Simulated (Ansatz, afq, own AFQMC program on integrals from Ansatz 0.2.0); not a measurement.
## Where AFQMC and coupled cluster stand for B$_{2}$H$_{2}$, triplet

```yaml
atoms:
  - { symbol: B, position_ang: [0.0000, 0.0000, 0.7529] }
  - { symbol: B, position_ang: [0.0000, 0.0000, -1.0096] }
  - { symbol: H, position_ang: [0.0000, 1.0240, 1.3765] }
  - { symbol: H, position_ang: [0.0000, -1.0240, 1.3765] }
```

Connectivity, by distances: BH2–B.

Basis cc-pVDZ. Only valence electrons are correlated. Ansatz 0.2.0 and our own AFQMC program on the same integrals; the CISD trial comes from CCSD amplitudes, and released means the phaseless constraint is let go. Free AFQMC starts from the CCSD state and is never constrained. Its projection time is finite, and what remains of the start isn't in its error. Error bars are statistical, one sigma.

Determinant: UHF, the one that the program's search chose, which needn't be the lowest solution. The geometry is a PBE0/def2-TZVP stationary point of this or a neighbouring charge and spin state.

No full CI on the walks' own integrals is used here; CCSDT(Q) serves as the reference and is uncertain by about the last step of the cluster series.

- T1 diagnostic: 0.0370
- weight of the determinant in the CISD state: 0.886
- ⟨S²⟩ of the determinant: 2.005
- size of the correlated space: 8 electrons in 36 orbitals

```csv
level,correlation energy (eV)
MP2,-3.2584
CCSD,-4.1857
CCSD(T),-4.3143
```

Problem. Estimate where free-projection AFQMC lies against CCSD(T) on the same integrals.

Solution. 1.65 ± 0.47 mEh below CCSD(T).

Reference: CCSDT(Q), correlation energy -4.361 eV. The released energy is read at 2.40 1/Eh (meV from the phaseless value at times in 1/Eh: -7 ± 10 at 0.24, -17 ± 10 at 0.51, -17 ± 9 at 0.99, -6 ± 9 at 1.62, -12 ± 11 at 2.40).

| level | E − E(reference) (mEh) | share of correlation (%) |
| --- | --- | --- |
| CCSD(T) | 1.71 | 98.93 |
| CCSDT | 0.24 | 99.85 |
| ph-AFQMC/HF | -0.04 ± 1.57 | 100.02 |
| ph-AFQMC/CISD | 0.21 ± 0.30 | 99.87 |
| released AFQMC | -0.23 ± 0.41 | 100.14 |
| free AFQMC | 0.05 ± 0.47 | 99.97 |

Free projections are given only where their last times agree within the noise and don't stop above the reference; a slow remainder of the start can still hide under it. A walk keeps the symmetry of its determinant, which the program's search chose and which needn't be the lowest solution, so a lower state of the same spin and another symmetry isn't excluded. Released energies are given only where the last usable release times agree within the noise; a slower fall can still hide under it.
